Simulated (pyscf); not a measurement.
Structures and frequencies: ωB97X-D3(BJ)/def2-SVP in PySCF. MP2 and CC: frozen core, UHF for open shells. ΔMP2 is the change of the MP2 total energy from the triple- to the quadruple-zeta basis.

**Question.** What is the homolytic dissociation enthalpy (298 K, CCSD(T)/def2-TZVPP + ΔMP2(QZVPP)) of the C–H bond of H₂C=S (SMILES C=S), to •HC=S + H•?

**Answer.** C–H to •HC=S + H•: 92.9 kcal/mol. The radicals are drawn with the spin at the cut bond; how far it spreads was not checked. The CCSD(T) − MP2 part came from Ansatz, without density fitting, on the same reference. An open-shell T1 diagnostic exceeds 0.045. A UHF reference is spin-contaminated (<S²> up to 1.01), which harms MP2 most.
